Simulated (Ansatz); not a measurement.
System: C₃H₇ (charge 0, doublet). It need not be the lowest isomer of its formula. SMILES: C[CH]C
Geometry from a B3LYP-D3(BJ)/def2-TZVP (Ansatz, a first-principles code) optimisation:
```xyz
10

C      0.0078     0.5370    -0.0037
C      0.0099    -0.1884     1.2924
C      0.0104    -0.2064    -1.2896
H     -0.1967     1.6000    -0.0111
H      0.1792     0.4802     2.1373
H      0.1802     0.4505    -2.1437
H     -0.9463    -0.7046     1.4747
H      0.7800    -0.9680     1.3143
H      0.7806    -0.9861    -1.3004
H     -0.9456    -0.7250    -1.4652
```
Charge 0, spin multiplicity 2.

Computed values are from Ansatz. Cores are frozen in the correlated levels unless marked. Open shells are spin-unrestricted. No spin-orbit coupling. No relativistic terms. CBS marks a two-point X^-3 extrapolation of the correlation energy; Hartree-Fock from the larger set. The bracket is a focal-point correction in the basis named.

```json
{
  "atomisation energy De": "3765.8 kJ/mol at RI-MP2/CBS(cc-pVTZ,cc-pVQZ)+[CCSD(T)-MP2]/cc-pVTZ",
  "total_energy": "-118.3080 Eh at RI-MP2/CBS(cc-pVTZ,cc-pVQZ)+[CCSD(T)-MP2]/cc-pVTZ",
  "dipole_moment": "0.20 D at CCSD(T)/aug-cc-pVDZ",
  "T1 diagnostic": "0.011 at CCSD/cc-pVTZ",
  "measured enthalpy of formation, 298 K": "90.0 kJ/mol (G2/97 table in ASE (Curtiss et al.); older table, unchecked)"
}
```
